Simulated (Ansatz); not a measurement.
System: hcp Tl. Method: LDA (PAW; Ansatz, an electronic-structure program).

Run with plane-wave cutoff 520 eV, 18×18×10 k mesh (along the axes of the cell as run), Fermi–Dirac smearing 0.05 eV, scalar-relativistic PAW data made under PBE.

Energies at three volumes about the minimum:

```tsv
V (Å³/atom)	E − E_lowest (meV/atom)
26.744	1.52
27.289	0.00
27.835	1.38
```

Q: Fit a parabola by hand: where is the minimum, and what is the bulk modulus?

A: Slopes: (0.00 − 1.52)/(27.289 − 26.744) = -2.789 and (1.38 − 0.00)/(27.835 − 27.289) = 2.527 meV/Å³. Curvature E″ = 2 × (2.527 − (-2.789))/(27.835 − 26.744) = 9.745 meV/Å⁶. From the middle of the first interval, the slope vanishes at V0 = 27.0165 − (-2.789)/9.745 = 27.303 Å³/atom. B = V0 E″ = 27.303 × 9.745 meV/Å³ × 0.1602 GPa per meV/Å³ = 42.6 GPa. The full Birch–Murnaghan fit to all volumes gives V0 = 27.291 Å³/atom and B0 = 42.5 GPa.

Shape and atoms are relaxed at each volume.

Measured, for comparison: bulk modulus 37.4 GPa (copied from a table, unchecked, extrapolated to 0 K and zero-point effects removed; as tabulated in Lejaeghere et al. (2013), arXiv:1204.2733). Computed (rounded) less measured: bulk modulus not scored (unchecked).

Note: the bulk modulus comes from volumes at which shape and atoms were relaxed.
